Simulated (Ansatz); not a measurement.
Several settings on one geometry of (NaH)2 ring (Na2H2) (that of the charge 0 singlet, PBE0-D4/def2-TZVP). Ansatz on 4 threads of Intel Xeon on a shared host; times are rough.

Cartesian coordinates in Å:
```
Na 1.090 0.624 -0.625
H -0.691 1.391 0.185
Na -1.090 -0.625 0.624
H 0.691 -1.391 -0.184
```

Totals from different functionals, basis sets or treatments of relativity can't be compared as stabilities.

LC-ωPBE has ω = 0.4 bohr⁻¹. B3LYP takes the VWN-RPA correlation.

The spins typed aren't always the lowest for that charge.

(1) Give the basis size and estimate the energy, ⟨S²⟩, dipole and time of these runs.

```json
{"run": "1", "method": "RKS B3LYP/aug-cc-pVDZ", "charge": "0", "state": "singlet", "further keys": "nuclear_model: gaussian; scf: {lower_state_search: off}; forces asked"}
{"run": "2", "method": "RKS PBE0/def2-SVPD", "charge": "0", "state": "singlet", "further keys": "nuclear_model: gaussian; scf: {omitted_lower_state_checks: [starts]}"}
{"run": "3", "method": "ROKS PBEsol/STO-3G", "charge": "0", "state": "triplet", "further keys": "accuracy: high; scf: {lower_state_search: off}; forces asked"}
{"run": "4", "method": "RKS LC-ωPBE/def2-mTZVP", "charge": "0", "state": "singlet", "further keys": "accuracy: high; scf: {omitted_lower_state_checks: [starts]}; forces asked"}
```

Answers

(1) 
```json
{"run": "1", "functions": "72", "energy (Eh)": "-325.7822", "⟨S²⟩": "–", "dipole (D)": "0.00", "wall time": "1.4 s"}
{"run": "2", "functions": "52", "energy (Eh)": "-325.4210", "⟨S²⟩": "–", "dipole (D)": "–", "wall time": "1.1 s"}
{"run": "3", "functions": "20", "energy (Eh)": "-320.2888", "⟨S²⟩": "–", "dipole (D)": "0.00", "wall time": "1.9 s"}
{"run": "4", "functions": "34", "energy (Eh)": "-325.6113", "⟨S²⟩": "–", "dipole (D)": "0.00", "wall time": "2.5 s"}
```
